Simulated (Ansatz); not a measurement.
# Reading a saddle point

A first-order saddle point of CH$_{7}$ClSi, singlet, PBE0-D4/def2-TZVP, with one imaginary mode of 1328i cm⁻¹:

Si1  (-0.470, 0.733, -0.267)
C2  (0.766, -0.717, 0.652)
H3  (-1.270, 0.805, 0.970)
H4  (0.731, 1.510, -0.619)
Cl5  (-1.849, 1.751, -1.544)
H6  (-0.164, -0.809, -0.579)
H7  (-0.797, -0.576, -1.284)
H8  (1.152, -0.052, 1.430)
H9  (1.626, -1.088, 0.086)
H10  (0.275, -1.557, 1.156)
(Å)

Program: Ansatz 0.2.0. Basis: def2-TZVPP and def2-QZVPP. Cores are frozen in the correlated methods. Extrapolation: Hartree–Fock as exp(−7.88 √X), correlation as X^−2.97.

Task: Which contacts change along the imaginary mode, and what lies on either side? (Judge from chemistry; the calculation decides.)

Result: The calculation gives: The step is CH₅ClSi ([CH3][SiH2][Cl]) + H₂ → SiH₃Cl ([SiH3][Cl]) + CH₄, with the molecules in contact on both sides. Shortening one way: Si1–H7, C2–H6; lengthening the same way: Si1–C2, H6–H7.
```json
{"pair": "Si1–H7", "one side (Å)": "4.02", "saddle (Å)": "1.69", "other side (Å)": "1.48"}
{"pair": "C2–H6", "one side (Å)": "3.82", "saddle (Å)": "1.55", "other side (Å)": "1.09"}
{"pair": "Si1–C2", "one side (Å)": "1.86", "saddle (Å)": "2.12", "other side (Å)": "3.69"}
{"pair": "H6–H7", "one side (Å)": "0.75", "saddle (Å)": "0.97", "other side (Å)": "2.91"}
```

Task: Which side is lower, and how far does the saddle lie above each? (Judge from chemistry; the value comes from the calculation.)

Result: The calculation gives: The side with Si1–H7, C2–H6 short is lower by 0.204 eV; the saddle lies 3.252 eV above it and 3.048 eV above the other (CCSD(T) at an estimated basis limit (MP2 extrapolated from triple and quadruple zeta, plus CCSD(T) − MP2 in triple zeta); electronic energies).

No T1 diagnostic of these runs exceeds 0.010.

Labels in which every atom is bracketed show which atoms are joined, not bond orders.

For scale, one of the runs: CCSD(T)/def2-TZVPP, 213 basis functions, launched by `ansatz run in.yaml --threads 4 --pin off --events-out ev --progress --plain --max-ram 9574MiB`. The run took 58 s on 4 CPU threads of an Intel Xeon (shared host), with 2.9 GiB of host memory at its peak.
